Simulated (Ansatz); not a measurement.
A CCSD(T) single point on `FCCl`.

```yaml
crystal:
  periodic: [false, false, false]
  atoms:
    - {symbol: F, position_ang: [-0.961009, 0.545405, 0.757837]}
    - {symbol: C, position_ang: [0.093432, 0.074628, 0.049805]}
    - {symbol: Cl, position_ang: [-0.411882, -1.247859, -1.006489]}
    - {symbol: H, position_ang: [0.841965, -0.316888, 0.737580]}
    - {symbol: H, position_ang: [0.487493, 0.871114, -0.580232]}
basis:
  gaussian: {orbitals: cc-pV(Q+d)Z}
correlation: {method: ccsd_t}
```

```sh
$ ansatz run in.yaml --threads 2 --pin off --events-out ev --progress --plain --max-ram 22528MiB --backend cuda --devices 0, --max-vram 18GiB
```

The program prints (abridged):

```
Functional definition: HF
1406 factors; integrals over basis functions are off by at most 7.4e-4 eV
mean field evaluation 1: about -16272.4387 eV, gradient 2.4e1 eV
mean field evaluation 2: about -16272.5248 eV, gradient 2.4e1 eV
mean field evaluation 4: about -16273.7175 eV, gradient 2.6e0 eV
mean field evaluation 8: about -16273.7432 eV, gradient 2.1e-1 eV
mean field -16273.74342512 eV, -598.0490401336 hartree, gradient 1.0e-6 eV, S^2 0.000000; 0 other end points of the search recorded, 0 dependent functions left out
7 core orbitals not correlated: weight in the atoms' cores, before any rotation towards them, 1.000 or more for the frozen orbitals, at most 0.000 for the correlated occupied ones
reference -16273.74342512 eV, -598.0490401336 hartree; 10, 10 occupied and 217, 217 virtual orbitals, 1406 factors
second order -18.15737407 eV of doubles, -0.00000000 eV of singles
cycle   1  -18.28799133 eV  change   -1.3e-1 eV  update   7.8e-2
cycle   2  -18.65450070 eV  change   -3.7e-1 eV  update   2.3e-2
cycle   3  -18.73742067 eV  change   -8.3e-2 eV  update   1.1e-2
cycle   4  -18.72863383 eV  change    8.8e-3 eV  update   2.2e-3
cycle   5  -18.72784454 eV  change    7.9e-4 eV  update   1.0e-3
cycle   6  -18.72847661 eV  change   -6.3e-4 eV  update   3.2e-4
cycle   7  -18.72831921 eV  change    1.6e-4 eV  update   1.4e-4
cycle   8  -18.72827951 eV  change    4.0e-5 eV  update   3.9e-5
cycle   9  -18.72829166 eV  change   -1.2e-5 eV  update   1.4e-5
perturbative correction -0.73226475 eV, -0.0269102331 hartree
Total energy: -16293.20398153 eV, -598.7642023909 hartree
```

It took 4 s on 2 threads of an AMD EPYC 7R13 on a shared host and a share of an NVIDIA H100 80 GB, with 0.82 GiB of host memory at the peak.

The correlation energy is -19.461 eV, 3.8 % of it from (T); the T1 diagnostic reads 0.0100.
